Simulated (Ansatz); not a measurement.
# How well does each level of theory give the Γ–Γ gap of rock-salt CdO?

Reference value: 2.28 eV (measured, 100 K, zero-point motion not removed; as tabulated in Menéndez-Proupin et al. (2004), arXiv:cond-mat/0405700).

| level (code) | value (eV) | cell (Å³/atom) |
|---|---|---|
| B3LYP (VWN-RPA form) (Ansatz) | 2.65 | 12.94 |
| HSE06+SOC (Ansatz) | 2.28 | 12.94 |
| LC-ωPBE (Ansatz) | … | 12.74 |
| PBE0+SOC (Ansatz) | 2.92 | 12.94 |
| Hartree–Fock (Ansatz) | 10.70 | 12.94 |

Q: What belongs in the gaps?

A: 
- LC-ωPBE (Ansatz, a program for electronic structure), value (eV): 7.60

Differences against the reference: B3LYP (VWN-RPA form) +0.37 eV, HSE06+SOC 0.00 eV, LC-ωPBE +5.32 eV, PBE0+SOC +0.64 eV, Hartree–Fock +8.42 eV.

Closest of the ranked levels: HSE06+SOC (0.00 eV). Among them Hartree–Fock (+8.42 eV) misses by most.

Computed values are for a static lattice; measured ones hold zero-point and thermal shifts unless a correction is named. Spin–orbit coupling is included only where a level's name says +SOC; with heavier elements it mostly lowers gaps and can invert bands.  Values are at the measured cell; LC-ωPBE at the level's own relaxed cell. K meshes differ between the levels. Ansatz's density-functional and Hartree–Fock values are scalar-relativistic unless marked +SOC, with PAW data made under PBE.

Differences are worked out from the printed values.
